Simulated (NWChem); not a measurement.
## BH3 (borane): name the method

The species is BH3 (4 atoms), meant as a singlet with charge 0. SMILES: `B`. The coordinates come from a PBE0-D4/def2-TZVP relaxation.

| atom | x (Å) | y (Å) | z (Å) |
| --- | --- | --- | --- |
| B | 0.0139 | -0.0151 | -0.0051 |
| H | 0.9822 | 0.3817 | 0.5688 |
| H | -0.2762 | -1.1718 | 0.0430 |
| H | -0.6644 | 0.7449 | -0.6269 |

Orbital energies are those of the mean-field step.

A calculation with NWChem 7.3.0 gave:

| Item | Value |
| --- | --- |
| total energy | -26.5383 Eh |
| HOMO energy | -13.55 eV |
| LUMO energy | 1.31 eV |
| HOMO–LUMO gap | 14.85 eV |

Q: Which of these levels gave the numbers?
A. HF/3-21G
B. HF/STO-3G
C. B3LYP/6-31G* (spherical functions)
D. CR-CCSD(T)/def2-TZVPPD

A: D. The others give -26.0686 Eh (HF/STO-3G), -26.2373 Eh (HF/3-21G), -26.6124 Eh (B3LYP/6-31G* (spherical functions)).
